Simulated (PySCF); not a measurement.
Compound: trifluorophosphine radical anion, PF3 (charge -1 and doublet state).
Atom-mapped SMILES: `[F:1][P-:2]([F:3])[F:4]`

Structure used (PBE0-D3(BJ)/def2-SVP), in Å, numbered top down from 1:
```xyz
4
PF3 angstrom
F     -0.6004   -1.0119   -0.1704
P      0.2583    0.4007    0.0583
F      0.9199    0.1089   -1.5601
F     -0.5402    0.4766    1.6396
```

Theory: PySCF 2.14.0, UKS B3LYP, IGLO-III on F P, non-relativistic, mean-field spin-orbit, GIAO. Whether the extra electron is bound in the gas phase wasn't checked; a finite basis holds it in any case. No stability test was run, so a lower SCF solution isn't excluded.

(1) Where do the isotropic ENDOR lines of F1, F3/F4 and P2 fall at 3349.0 mT, to first order?

(2) Which pairs are centred on the nuclear Larmor frequency, and which on half the coupling?

(3) At what field would the lower line of F3/F4 fall to zero frequency?

## Answers

(1) ν± = |νn ± a/2|, one line for each electron-spin manifold; νn = |g_N| × 7.62259 MHz/T × B.

| nuclei | isotope | g_N | νn (MHz) | a_iso (MHz) | lower line (MHz) | upper line (MHz) |
| --- | --- | --- | --- | --- | --- | --- |
| F1 | 19F | 5.2577 | 134.22 | 92.37 | 88.03 | 180.41 |
| F3/F4 | 19F | 5.2577 | 134.22 | 30.28 | 119.08 | 149.36 |
| P2 | 31P | 2.2632 | 57.78 | 146.35 | 15.40 | 130.95 |

(2) Centred on νn, since |a| < 2νn: F1 and F3/F4. Centred on |a|/2 and split by 2νn: P2.

(3) Where νn = |a|/2, that is B = 15.14 MHz/(5.2577 × 7.62259 MHz/T) = 378 mT, as far as first order holds there.

Nuclei that the bonding pattern makes equivalent are averaged, as if the motion that swaps them (rotation, inversion, ring flip) were fast.

The largest Mulliken spin population is on P2 (+0.93).
